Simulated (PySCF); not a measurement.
Worked example: GeH3, quartet against GeH3, doublet

Geometry (PBE0/def2-TZVP stationary point of a doublet), kept for both states:

```xyz
4

Ge    0.0000    0.0000   -0.0187
H     1.4650    0.0169    0.4526
H    -0.7483    1.2611    0.4484
H    -0.7191   -1.2778    0.4488
```

Basis 6-31G (Cartesian d functions); PySCF 2.14.0. Only valence electrons are correlated (noble-gas cores and the filled d shells of p-block atoms frozen). R marks a restricted (for open shells ROHF) determinant. No spin–orbit coupling is included, and no scalar relativity.

Full CI is exact within this basis and frozen core; it isn't the basis-set limit.

```tsv
level	E(GeH3, doublet) (hartree)	E(GeH3, quartet) (hartree)
RCCSD(T)	-2076.780761	-2076.462572
PBE	-2078.054799	-2077.745454
B3LYP	-2078.435611	-2078.117040
full CI	-2076.781112	-2076.464255
```

Task: Give the vertical gap, GeH3 quartet less GeH3 doublet, at each level in eV (1 hartree = 27.2114 eV), and each error against full CI.

Result: full CI: (-2076.464255 − (-2076.781112)) × 27.2114 = 8.622 eV (the reference)
B3LYP: (-2078.117040 − (-2078.435611)) × 27.2114 = 8.669 eV, error 0.047 eV
PBE: (-2077.745454 − (-2078.054799)) × 27.2114 = 8.418 eV, error -0.204 eV
RCCSD(T): (-2076.462572 − (-2076.780761)) × 27.2114 = 8.658 eV, error 0.036 eV

Total energies of functionals can't be set beside those of wave-function methods, since they hold the core's correlation and their own absolute errors; only the differences compare.

The set has no polarisation functions, so the order and spacing of states can differ from the basis-set limit.

In so small a basis the reference is far from its limit while semilocal and hybrid functionals are nearer theirs, so the functionals' errors here hold much of the reference's basis and frozen-core error, which can add to them or hide them.

Each level lands on the state that its own search finds. T1 diagnostics of restricted CCSD: 0.013 and 0.025.
